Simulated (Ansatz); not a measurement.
A made-up structure of C₂H₃Si, doublet:

C1  (-1.494, -0.857, -0.741)
Si2  (-0.390, 0.319, -0.281)
C3  (1.111, 0.497, 0.573)
H4  (-2.421, -1.062, -1.252)
H5  (1.612, -0.360, 1.007)
H6  (-0.388, 1.738, -0.306)
(Å)

It is relaxed with PBE-D4/def2-SVP and then PBE0-D4/def2-TZVP (Ansatz 0.2.0). Atoms count as bonded within 1.22 times the sum of their covalent radii (H–H: 0.88 Å). The end point is not checked to be a true minimum.

**Question.** Does its bonding change? (A judgement: the text doesn't fix the answer.)

**Answer.** The calculation gives: Yes. Formed: C1–C3; broken: none.

Where it ends: The first stage lowers the energy by 4.98 eV in 25 steps. It ends as C₂H₃Si ([CH]1[CH][SiH]1):
C1  (-0.811, -0.558, -0.466)
Si2  (-0.183, 1.100, -0.840)
C3  (0.341, -0.315, 0.163)
H4  (-1.501, -1.392, -0.516)
H5  (0.981, -0.869, 0.840)
H6  (-0.797, 2.307, -0.181)
(Å)

Labels in which every atom is bracketed show which atoms are joined, not bond orders.

For scale, one of the runs: PBE0-D4/def2-TZVP relaxation, 117 basis functions, launched by `ansatz run in.yaml --threads 2 --pin off --events-out ev --progress --plain --max-ram 4352MiB`. The run took about 11 s on 2 CPU threads of an Arm Neoverse V2 (shared host).
